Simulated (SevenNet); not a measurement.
## Corundum (α-Al2O3)

Method: the machine-learned potential SevenNet-l3i5 (trained on PBE and PBE+U data).

Cell: relaxed at this level.

```
Property                              Result
------------------------------  ------------
equilibrium lattice constant a       4.807 Å
lattice parameter c                 13.121 Å
equilibrium volume per atom     8.75 Å³/atom
```

Measured, for comparison: lattice constant a 4.759 Å, lattice parameter c 12.991 Å (temperature not stated, not corrected to a static lattice; as tabulated in Lallet et al. (2009), arXiv:0801.3594). Computed (rounded) less measured: lattice constant a +1.0 %, lattice parameter c +1.0 %.

A machine-learned potential is trained on density-functional data: it inherits that level's misses and adds fitting errors of its own.
